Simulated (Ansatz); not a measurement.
**SiH₄S (triplet): wave-function methods side by side at distance Si1–H5 along a hydrogen transfer = 1.956 Å, cc-pVDZ**

Aim: climb from Hartree-Fock through coupled cluster and multireference methods for SiH₄S (triplet) at one geometry and basis, and see what each rung misses.

The runs use Ansatz 0.2.0, Gaussian basis; cc-pVDZ, core rule «outside noble gas», up to 10 orbitals frozen.

Plan: UHF; CCSD(T) on ROHF; CCSD(T) on UHF; BCCD(T) on ROHF; CISD; CCSDT(Q) on ROHF; CCSDT(Q) on UHF; CASSCF and MRCISD+Q, 4 electrons in 4 orbitals; CASSCF and NEVPT2, 4 electrons in 4 orbitals.

11 further runs of the same task are left out: 1 for a mislabelled method, 7 that didn't finish, 3 set aside as unsound or not needed.

## Step 1: What is computed

The geometry derives from fragments relaxed apart (PBE0/def2-TZVP) and kept rigid, so it is no stationary point. A hydrogen atom is moved between rigid fragments.

6 atoms, charge 0, spin multiplicity 3.

Atoms are counted from 1 here; the program's logs count them from 0.

Bond lengths: Si1–H2 1.485 Å, Si1–H3 1.485 Å, Si1–H4 1.485 Å. Angles: H2–Si1–H3 109.5°, H2–Si1–H4 109.5°, H3–Si1–H4 109.5°.

Coordinates:

```xyz
6

Si   -1.8509    0.0000    0.0000
H    -2.3458    1.3997    0.0000
H    -2.3458   -0.6999    1.2122
H    -2.3458   -0.6999   -1.2122
H     0.1051    0.0000    0.0000
S     1.8391    0.0000    0.0000
```

## Step 2: UHF

in.yaml

```yaml
crystal:
  periodic: [false, false, false]
  atoms:
    - {symbol: Si, position_ang: [-1.850901, 0.000000, 0.000000]}
    - {symbol: H, position_ang: [-2.345772, 1.399708, 0.000001]}
    - {symbol: H, position_ang: [-2.345772, -0.699854, 1.212183]}
    - {symbol: H, position_ang: [-2.345772, -0.699854, -1.212182]}
    - {symbol: H, position_ang: [0.105099, 0.000000, 0.000000]}
    - {symbol: S, position_ang: [1.839099, 0.000000, 0.000000]}
basis:
  gaussian: {orbitals: cc-pVDZ}
magnetization: {spin_polarized: true, initial_magnetization: 2}
hamiltonian: {xc: hf}
output: {orbitals: {seedname: orbitals}}
```

Run with:

```sh
> ansatz run in.yaml --threads 1 --pin off --events-out ev --progress --plain --max-ram 2393MiB
```

Further steps of the session: CCSD(T) on ROHF; CCSD(T) on UHF; BCCD(T) on ROHF; CISD; CCSDT(Q) on ROHF; CCSDT(Q) on UHF; CASSCF and MRCISD+Q, 4 electrons in 4 orbitals; CASSCF and NEVPT2, 4 electrons in 4 orbitals.

Q: Predict the results of all the runs planned. Wanted: UCCSDT(Q) below the RHF energy; RMP2 from UCCSDT(Q); UMP2 from UCCSDT(Q); RCCSD from UCCSDT(Q); RCCSD(T) from UCCSDT(Q); UCCSD(T) from UCCSDT(Q); RCCSDT(Q) from UCCSDT(Q); NEVPT2 pair from UCCSDT(Q); MRCISD+Q pair from UCCSDT(Q).

As calculated:

| quantity | value |
| --- | --- |
| UCCSDT(Q) below the RHF energy | -7.6846 eV |
| RMP2 from UCCSDT(Q) | +1502.2 meV |
| UMP2 from UCCSDT(Q) | +1568.4 meV |
| RCCSD from UCCSDT(Q) | +205.5 meV |
| RCCSD(T) from UCCSDT(Q) | +42.3 meV |
| UCCSD(T) from UCCSDT(Q) | +44.1 meV |
| RCCSDT(Q) from UCCSDT(Q) | +0.3 meV |
| NEVPT2 pair from UCCSDT(Q) | +1395.8 meV |
| MRCISD+Q pair from UCCSDT(Q) | +56.0 meV |
| levels within 1 kcal/mol (43 meV) | RCCSD(T), BCCD(T), RCCSDT, UCCSDT, RCCSDT(Q) |
| T1 diagnostic | 0.025 |

What this shows: RCCSD(T) lands +42.3 meV from the yardstick (0.6 % of the correlation energy). Of the multireference levels listed MRCISD+Q pair comes nearest in total energy (+56.0 meV), which doesn't show that its space is the better one. These misses are within one basis, not against nature; the frozen cores of restricted and unrestricted runs differ, which can shift their rows.
